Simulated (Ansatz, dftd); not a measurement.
Reaction: CH2O2 (SMILES C(=O)O) → CHO2 (SMILES O=[C]O, doublet) + H (doublet) (the C-H bond breaks)
Each species at its own B3LYP-D3(BJ)/def2-TZVP minimum (Ansatz, a program for electronic structure), one conformer.

Property: bond dissociation energy (electronic), in kcal/mol. UHF or UKS for unpaired electrons; spin-orbit terms are left out. Correlated methods leave the cores frozen. Rows without X2C or -DK are non-relativistic. CBS(X,Y): correlation extrapolated as X^-3, Hartree-Fock from the larger set (Q,5: extrapolated as (X+1)exp(-9√X)). A bracket is a step between two methods taken in the basis named. Functionals run without relativity, which enters their misses. 'core' is core correlation in cc-pwCVTZ, 'X2C' scalar relativity in cc-pVTZ-DK, both at CCSD(T). Where a partner has so few electrons that a lower coupled-cluster level is exact, that level stands in.

```
level                                                                            program  bond dissociation energy (kcal/mol)  difference against the last row
------------------------------------------------------------------------  --------------  -----------------------------------  -------------------------------
r2SCAN-D4/def2-TZVPD                                                      Ansatz + dftd4                                102.2                             -4.7
r2SCAN/def2-TZVPD                                                                 Ansatz                                102.1                             -4.8
PBE0-D3(BJ)/def2-TZVPD                                                    Ansatz + dftd3                                103.0                             -3.9
MP2/cc-pVTZ                                                                       Ansatz                                105.0                             -1.9
MP2/CBS(cc-pVTZ,cc-pVQZ)                                                          Ansatz                                106.9                              0.0
CCSD/cc-pVDZ                                                                      Ansatz                                101.5                             -5.4
CCSD(T)/cc-pVTZ                                                                   Ansatz                                105.7                             -1.2
CCSDT(Q)/cc-pVDZ                                                                  Ansatz                                101.1                             -5.8
CCSD(T)/CBS(cc-pVQZ,cc-pV5Z) + [CCSDT(Q) - CCSD(T)]/cc-pVDZ + core + X2C          Ansatz                                106.9                              0.0
```
